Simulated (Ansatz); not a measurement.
**How far each method lies from full CI for OH, doublet**

Geometry: a point of a stretch scan, not a stationary point.

```yaml
atoms:
  - { symbol: O, position_ang: [0.0000, 0.0000, 0.0000] }
  - { symbol: H, position_ang: [0.0000, 0.0000, 0.7610] }
```

Basis cc-pVDZ; Ansatz 0.2.0. Only valence electrons are correlated (noble-gas cores frozen), which leaves 7 electrons in 18 orbitals. Prefix R: restricted or restricted open-shell reference; prefix U: unrestricted. Active spaces: pair = (3e, 3o) about the gap; valence = (7e, 5o) chosen from the atoms' valence shells.

Full CI is exact within this basis and frozen core; it isn't the basis-set limit. The frozen core follows each run's orbitals, which can shift R against U totals by a few meV.

For open shells CISD and CISDTQ are restricted-active-space CI with the open shells as a complete middle space.

The UHF ⟨S²⟩ is 0.753. The T1 diagnostic (RCCSD) is 0.0093, the largest doubles amplitude (RCCSD) is 0.050 and the T1 diagnostic (UCCSD) is 0.0038.

| level | E − E(RHF) (eV) |
| --- | --- |
| UHF | -0.0985 |
| RMP2 | -3.9612 |
| UMP2 | -3.9579 |
| RCCSD | -4.3312 |
| UCCSD | -4.3327 |
| RCCSD(T) | -4.3697 |
| UCCSD(T) | -4.3705 |

(1) Estimate how far full CI in cc-pVDZ lies from RCCSD(T). The table doesn't fix it; the size of (T) and the diagnostics are the guide.

(1) Full CI in cc-pVDZ lies 0.8 kJ/mol below RCCSD(T), which is 23 % of the (T) step (-3.7 kJ/mol). The diagnostics are small and one determinant leads, so the series closes fast and only a small part of (T) is left.

The other levels:

| level | E − E(full CI) (kJ/mol) | share of correlation (%) | wall time |
| --- | --- | --- | --- |
| CISD | 14.4 | 96.59 | 0.45 s |
| BCCD(T) | 0.8 | 99.80 | 0.36 s |
| RCCSDT | 0.5 | 99.89 | – |
| UCCSDT | 0.4 | 99.91 | – |
| CISDTQ | 0.2 | 99.95 | 1.9 s |
| RCCSDT(Q) | 0.0 | 100.00 | 2.2 s |
| UCCSDT(Q) | 0.0 | 100.01 | 2 s |
| RCCSDTQ | 0.0 | 100.00 | 12 s |
| UCCSDTQ | -0.1 | 100.02 | 12 s |
| CASSCF (pair space) | 382.4 | 9.47 | – |
| NEVPT2 (pair space) | 37.9 | 91.02 | 0.18 s |
| MRCISD (pair space) | 11.9 | 97.19 | – |
| MRCISD+Q (pair space) | -0.4 | 100.09 | 0.51 s |
| CASSCF (valence space) | 379.0 | 10.28 | – |
| NEVPT2 (valence space) | 60.7 | 85.62 | 0.12 s |
| NEVPT4(SD) (valence space) | 4.3 | 98.97 | 0.33 s |
| MRCISD (valence space) | 11.6 | 97.26 | – |
| MRCISD+Q (valence space) | -0.4 | 100.10 | 0.36 s |

The correlation energy at full CI, counted from RHF, is -4.379 eV. That run took 4.1 s on 1 thread of Arm Neoverse V1, shared host over 624,320 determinants.

Times hold each run's SCF and search for its determinant on a shared host, so for small cases they say little of a method's own cost; they ran on 1 thread of Arm Neoverse V1.

The full-CI state has the irrep B2 of C2v, in the program's axes (one component, if the state is degenerate).

Natural occupations of full CI about the gap: 1.983 1.975 1.974 0.994 0.017 0.016 0.010 0.007 0.005 0.005; effectively unpaired electrons, Σ n²(2−n)², 1.01.
